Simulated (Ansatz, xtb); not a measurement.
**Isomers of CHFO in order of energy**

3 gas-phase structures of CHFO, found in a search over its isomers (lower ones may exist). Each was relaxed with GFN2-xTB:

A. `O=CF`, a singlet
B. `O[C]F`, a singlet
C. `O[C]F`, a triplet

Question: Make a reasoned guess at their ranking by r2SCAN-D4/def2-SVP single-point energy.

Answer: Calculated order at r2SCAN-D4/def2-SVP: A (0.0), B (50.1), C (92.2) kcal/mol.

Energies above the lowest of each column, in kcal/mol; the last columns are at PBE0-D3(BJ)/def2-SVP geometries (a dash: not run or not comparable):

| structure | GFN2-xTB | HF/STO-3G | r2SCAN-D4/def2-SVP | PBE0-D3(BJ)/def2-SVP | CCSD(T)/def2-TZVPP |
| --- | --- | --- | --- | --- | --- |
| A | 0.0 | 0.0 | 0.0 | 0.0 | 0.0 |
| B | 40.6 | 31.9 | 50.1 | 47.9 | 44.0 |
| C | – | 52.4 | 92.2 | 95.3 | 100.0 |

Every level run on A puts it lowest or level with the lowest. Some further structures that were screened fall inside this span and aren't listed. Flexible structures stand in one conformer each, not always the lowest. GFN2-xTB has no spin polarisation and isn't compared across spin states. Open shells are spin-unrestricted.

Programs: Ansatz 0.2.0, xtb 6.7.1.
